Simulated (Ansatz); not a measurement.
**Scan of [Cl···H···CH$_{2}$], triplet**

Starting geometry:

| atom | x (Å) | y (Å) | z (Å) |
| --- | --- | --- | --- |
| Cl | -0.7811 | 0.0000 | 0.0000 |
| H | 0.4977 | 0.0000 | 0.0000 |
| C | 1.8789 | 0.0000 | 0.0000 |
| H | 2.2934 | 0.0000 | 0.9962 |
| H | 2.2934 | 0.0000 | -0.9962 |

From there H2 is moved from one fragment to the other while all else, the fragments' distance too, stays fixed; atoms are numbered as listed. Energies are in kJ/mol, counted from the starting geometry at the same level. Kohn–Sham curves are unrestricted where that lies lower.

Basis cc-pVDZ; Ansatz 0.2.0. Only valence electrons are correlated (noble-gas cores frozen). R marks a restricted (for open shells ROHF) determinant, U an unrestricted one.

In so small a basis the reference is far from its limit while semilocal and hybrid functionals are nearer theirs (RPA and double hybrids share much of the reference's basis error), so the functionals' errors here hold much of the reference's basis and frozen-core error, which can add to them or hide them.

Full CI isn't at hand for all of this; UCCSDT(Q) serves as the reference, and is uncertain by about the last step of the cluster series.

```json
{"distance Cl1-H2 (Å)": "1.189", "UCCSDT(Q)": "31.7", "PBE": "41.6", "revPBE": "41.0", "r2SCAN": "37.4", "PBE0": "37.1", "B3LYP": "38.3", "wB97M-V": "34.5", "B2PLYP": "35.0", "RPA-PBE": "35.2"}
{"distance Cl1-H2 (Å)": "1.279", "UCCSDT(Q)": "0.0", "PBE": "0.0", "revPBE": "0.0", "r2SCAN": "0.0", "PBE0": "0.0", "B3LYP": "0.0", "wB97M-V": "0.0", "B2PLYP": "0.0", "RPA-PBE": "0.0"}
{"distance Cl1-H2 (Å)": "1.320", "UCCSDT(Q)": "-8.2", "PBE": "-12.1", "revPBE": "-11.9", "r2SCAN": "-10.4", "PBE0": "-10.3", "B3LYP": "-11.1", "wB97M-V": "-9.3", "B2PLYP": "-9.7", "RPA-PBE": "-10.1"}
{"distance Cl1-H2 (Å)": "1.362", "UCCSDT(Q)": "-14.3", "PBE": "-21.4", "revPBE": "-21.0", "r2SCAN": "-18.4", "PBE0": "-18.3", "B3LYP": "-20.0", "wB97M-V": "-16.5", "B2PLYP": "-17.4", "RPA-PBE": "-18.1"}
{"distance Cl1-H2 (Å)": "1.404", "UCCSDT(Q)": "-19.1", "PBE": "-28.3", "revPBE": "-27.8", "r2SCAN": "-24.2", "PBE0": "-24.3", "B3LYP": "-27.0", "wB97M-V": "-21.9", "B2PLYP": "-23.5", "RPA-PBE": "-24.6"}
{"distance Cl1-H2 (Å)": "1.445", "UCCSDT(Q)": "-22.8", "PBE": "-32.8", "revPBE": "-32.3", "r2SCAN": "-28.2", "PBE0": "-28.5", "B3LYP": "-32.2", "wB97M-V": "-25.9", "B2PLYP": "-28.1", "RPA-PBE": "-29.7"}
{"distance Cl1-H2 (Å)": "1.487", "UCCSDT(Q)": "-25.4", "PBE": "-35.1", "revPBE": "-34.5", "r2SCAN": "-30.3", "PBE0": "-30.9", "B3LYP": "-35.7", "wB97M-V": "-28.5", "B2PLYP": "-31.4", "RPA-PBE": "-33.2"}
{"distance Cl1-H2 (Å)": "1.528", "UCCSDT(Q)": "-26.2", "PBE": "-34.4", "revPBE": "-33.9", "r2SCAN": "-29.9", "PBE0": "-30.8", "B3LYP": "-36.7", "wB97M-V": "-28.9", "B2PLYP": "-32.4", "RPA-PBE": "-34.4"}
{"distance Cl1-H2 (Å)": "1.570", "UCCSDT(Q)": "-24.0", "PBE": "-29.7", "revPBE": "-29.3", "r2SCAN": "-25.9", "PBE0": "-27.2", "B3LYP": "-34.1", "wB97M-V": "-26.3", "B2PLYP": "-30.3", "RPA-PBE": "-32.1"}
```
